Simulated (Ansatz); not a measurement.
# CH7N3: up Jacob's ladder to CCSD(T)

How much do the methods differ for CH7N3? The plan is to run it at one geometry with functionals of several rungs and with coupled cluster, and see how far each lands from CCSD(T) at the basis-set limit for the atomisation energy.

The runs use Ansatz 0.2.0, Gaussian basis; functionals in def2-TZVPP, the program's frozen cores in correlated methods.

Plan: LDA (SPW92), PBE-D4, revPBE-D4, BLYP-D4, r2SCAN-D4, B97M-V, PBE0-D4, B3LYP-D4, r2SCANh-D4, r2SCAN0-D4, HSE06-D4, BHLYP-D4, CAM-B3LYP-D4, LC-ωPBE, ωB97X-V, ωB97M-V, B2PLYP, PBE-QIDH; CCSD(T)/def2-SVP; CCSD(T)/def2-TZVPP; MP2/def2-QZVPP; extrapolation to the limit; RPA on PBE.

## 1. The relaxed structure

All runs share one geometry, relaxed beforehand with PBE0-D4 in a triple-zeta def2 set.

SMILES `NC(N)N`, 11 atoms, charge 0, spin multiplicity 1.

Atoms are counted from 1 here; the program's logs count them from 0.

Bond lengths: N1–C2 1.450 Å, N1–H5 1.015 Å, N1–H6 1.014 Å, C2–N3 1.450 Å, C2–N4 1.450 Å, C2–H7 1.096 Å, N3–H8 1.014 Å, N3–H9 1.015 Å, N4–H10 1.014 Å, N4–H11 1.015 Å. Angles: C2–N1–H5 110.0°, C2–N1–H6 109.7°, H5–N1–H6 107.3°, N1–C2–N3 112.0°, N1–C2–N4 112.0°, N1–C2–H7 106.8°, N3–C2–N4 112.0°, N3–C2–H7 106.8°, N4–C2–H7 106.8°, C2–N3–H8 109.7°, C2–N3–H9 110.0°, H8–N3–H9 107.3°, C2–N4–H10 109.7°, C2–N4–H11 110.0°, H10–N4–H11 107.3°.

## 2. LDA

This LDA is Slater exchange with PW92 correlation.

Contents of in.yaml:

```yaml
crystal:
  periodic: [false, false, false]
  atoms:
    - {symbol: N, position_ang: [-0.849101, 1.073882, -0.174136]}
    - {symbol: C, position_ang: [0.306339, 0.271713, 0.176512]}
    - {symbol: N, position_ang: [-0.003323, -0.709142, 1.198030]}
    - {symbol: N, position_ang: [0.921306, -0.333170, -0.988567]}
    - {symbol: H, position_ang: [-1.545740, 0.496875, -0.635172]}
    - {symbol: H, position_ang: [-1.275104, 1.445787, 0.667931]}
    - {symbol: H, position_ang: [1.047339, 0.954714, 0.607285]}
    - {symbol: H, position_ang: [0.816153, -1.276386, 1.386612]}
    - {symbol: H, position_ang: [-0.733618, -1.333648, 0.870213]}
    - {symbol: H, position_ang: [1.085186, 0.375795, -1.695239]}
    - {symbol: H, position_ang: [0.295862, -1.023219, -1.392869]}
basis:
  gaussian: {orbitals: def2-TZVPP}
hamiltonian: {xc: lda}
output: {orbitals: {seedname: orbitals}}
```

Launch:

```
$ ansatz run in.yaml --threads 2 --pin off --events-out ev --progress --plain --max-ram 4352MiB
```

After this run come: PBE-D4 (GGA); revPBE-D4 (GGA); BLYP-D4 (GGA); r2SCAN-D4 (meta-GGA); B97M-V (meta-GGA); B3LYP-D4 (hybrid); r2SCANh-D4 (hybrid); r2SCAN0-D4 (hybrid); HSE06-D4 (hybrid); BHLYP-D4 (hybrid); CAM-B3LYP-D4 (range-separated); LC-ωPBE (range-separated); ωB97X-V (range-separated); ωB97M-V (range-separated); B2PLYP (double hybrid); PBE-QIDH (double hybrid); CCSD(T) in def2-SVP; CCSD(T) in def2-TZVPP; MP2 in def2-QZVPP; RPA on PBE orbitals.

Before running them: what should the planned runs give, taken together? Wanted: atomisation energy, CCSD(T)/CBS; farthest beyond LDA; mean size of error, GGA; mean size of error, meta-GGA; mean size of error, hybrid; mean size of error, range-separated; mean size of error, double hybrid; gap, smallest and largest; T1 diagnostic.

The runs gave:

```
                               quantity                                          value
        atomisation energy, CCSD(T)/CBS                                  3876.9 kJ/mol
 functionals within 19.4 kJ/mol (0.5 %)  revPBE-D4, B97M-V, PBE0-D4, HSE06-D4, LC-ωPBE
                    farthest beyond LDA                       BHLYP-D4 (-128.6 kJ/mol)
                mean size of error, GGA                                    53.9 kJ/mol
           mean size of error, meta-GGA                                    21.5 kJ/mol
             mean size of error, hybrid                                    56.4 kJ/mol
    mean size of error, range-separated                                    24.2 kJ/mol
      mean size of error, double hybrid                                    45.7 kJ/mol
              gap, smallest and largest          5.25 eV (BLYP-D4), 12.60 eV (LC-ωPBE)
                          T1 diagnostic                                         0.0094
triples share of the correlation energy                                          3.7 %
```

What this shows: The LDA atomisation energy is off by 638.8 kJ/mol (16 %): it overbinds. PBE-D4 misses by +113.4 kJ/mol. Double hybrids carry the basis error of their MP2 part in triple zeta, and no dispersion term here, so their miss is partly the set-up's. Taken by rung, meta-GGA functionals do best (21.5 kJ/mol on average) and hybrid ones worst beyond LDA (56.4 kJ/mol). The gap between the best rungs is small, so their order is not settled. The mean of the hybrids holds BHLYP, with half exact exchange. The reference freezes the cores and leaves out relativity and excitations past (T), so misses under about 19.4 kJ/mol can't be ranked. Hartree-Fock recovers 66 % of the binding; the rest is correlation. CCSD(T) in def2-SVP is off by -275.6 kJ/mol, more than most functionals: a good method in a small basis is no reference. The gap grows from 5.2 to 12.6 eV across the functionals, mostly with the share of exact exchange.
